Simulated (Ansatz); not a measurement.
Basis-set extrapolation for F$_{2}$Mg, SMILES `[F][Mg][F]` (PBE0-D4/def2-TZVP geometry, frozen core, Ansatz). Multiplicity 1, RHF reference. For Mg the program correlates outer-core shells too, which these sets cover unevenly, so the extrapolated numbers aren't a true limit.

```
                      def2-TZVPP   def2-QZVPP
                 HF  -398.706722  -398.728105
    MP2 correlation    -0.709388    -0.800509
CCSD(T) correlation    -0.726159    -0.820173
```

Energies in hartree. Use E(X) = E(∞) + A·exp(−7.88·√X) for Hartree–Fock and E(X) = E(∞) + B·X^(−2.97) for correlation, with X = 3 and 4.

Q: What is the CCSD(T) energy at the basis-set limit?

A: HF limit: -398.728105 + (-0.021383) × 0.13774 = -398.73105. Correlation limit: -0.820173 + (-0.094014) × 0.74074 = -0.88981. Total: -399.62086 hartree, 493.5 kJ/mol below CCSD(T)/def2-TZVPP.
